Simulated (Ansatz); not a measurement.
**What a trial cell of As₃Ru relaxes into**

Level of theory: Ansatz 0.2.0, DFT PBE, scalar-relativistic, plane waves, PAW. Cutoff 420 eV, Γ-centred k mesh, Gaussian smearing, no spin polarisation in the final step.

As₃Ru was placed on the sites of a reported TmCd3 cell (Cmcm, No. 63), with Ru in place of Tm, As in place of Cd, at a guessed volume.

```
As Ru
1.0
     3.27605   -4.89678    0.00000
     3.27605    4.89678    0.00000
     0.00000    0.00000    4.42311
As Ru
6 2
Direct
  0.17510 0.82490 0.25000
  0.82490 0.17510 0.75000
  0.11790 0.30790 0.25000
  0.88210 0.69210 0.75000
  0.30790 0.11790 0.75000
  0.69210 0.88210 0.25000
  0.63210 0.36790 0.25000
  0.36790 0.63210 0.75000
```

Steps on the 4×4×4 mesh (8 atoms). 12 of 15 steps are shown, and the free energy counts from the last. Trial steps that were taken back and renewals of the plane-wave basis can be among the rows.

```tsv
step	ΔF (meV/atom)	V (Å³/atom)	P (GPa)	largest force component (eV/Å)
1	561.1	17.74	-4.50	2.135
2	308.9	16.72	2.59	1.387
4	88.5	18.69	1.87	0.860
5	61.0	20.02	-3.01	0.801
6	30.8	20.48	4.25	0.622
7	31.4	20.79	1.80	0.414
9	19.3	21.40	-0.08	0.018
10	7.9	21.40	0.88	0.016
11	3.4	22.04	0.26	0.077
12	1.3	22.68	0.35	0.074
14	0.6	23.35	0.01	0.019
15	0.0	23.35	0.00	0.019
```

A final relaxation ran on a 6×6×10 mesh. The relaxed crystal, Cmcm (No. 63):

```
As Ru
1.0
     4.19066   -5.57720    0.00000
     4.19066    5.57720    0.00000
     0.00000    0.00000    4.01329
As Ru
6 2
Direct
  0.23959 0.76041 0.25000
  0.76041 0.23959 0.75000
  0.20727 0.40198 0.25000
  0.79273 0.59802 0.75000
  0.40198 0.20727 0.75000
  0.59802 0.79273 0.25000
  0.58183 0.41817 0.25000
  0.41817 0.58183 0.75000
```

For As₃Ru, the volume per atom is 23.4 Å³. The density is 5.8 g/cm³ and the energy over the elements is 0.01 eV/atom. The gap on the 6×6×10 mesh is 0 eV (a metal).

Energies over the elements count from the elements' standard structures at the same level, with no empirical corrections.

The final run used a 6×6×10 mesh on its 8-atom cell and 0.10 eV smearing. The k mesh leaves about 4 meV/atom of noise in metals. No dispersion correction is applied, so the spacing between layers, chains or molecules is poorly fixed, and with it the volume and density.

Symmetry constrained the relaxation, so the result can be a saddle point.